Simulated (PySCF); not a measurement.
Bond dissociation energies of vinyl chloride

Molecule: vinyl chloride, `C=CCl` (C2H3Cl). Atom numbers as in the mapped SMILES `[CH2:1]=[CH:2][Cl:3]`.

Computed at PBE0-D3(BJ)/def2-TZVP // PBE0-D3(BJ)/def2-SVP with PySCF (density fitting, grid level 2). Thermal corrections: PBE0-D3(BJ)/def2-SVP frequencies, unscaled, ideal gas at 298.15 K and 1 bar, quasi-RRHO entropy.

| bond | r / Å | radicals | BDE(298 K) / kJ/mol | BDFE / kJ/mol | D₀ / kJ/mol | Dₑ / kJ/mol |
| --- | --- | --- | --- | --- | --- | --- |
| C2–Cl3 | 1.726 | `[CH]=C` + Cl• | 399 | 358 | 394 | 410 |
| C2–H | 1.093 | `C=[C]Cl` + H• | 436 | 400 | 429 | 464 |
| C1–H | 1.092 | `[CH]=CCl` + H• | 455 | 419 | 448 | 484 |

Homolysis to relaxed radicals in the gas phase; the table need not hold every single bond outside rings.

Weakest of these: C2–Cl3 (399 kJ/mol); strongest: C1–H (455 kJ/mol).

Against the Active Thermochemical Tables (version 1.112): C2–Cl3 396 (computed 399, error 3) kJ/mol.

Known limits: spin-orbit coupling is left out of the energies, which matters for open shells on the heavier atoms.

Structures, frequencies and single points took 100 s of wall time on 1 thread of INTEL XEON PLATINUM 8581C @ 2.10GHz (shared host), launched as `OMP_NUM_THREADS=1 python redox_run.py task.json out`.
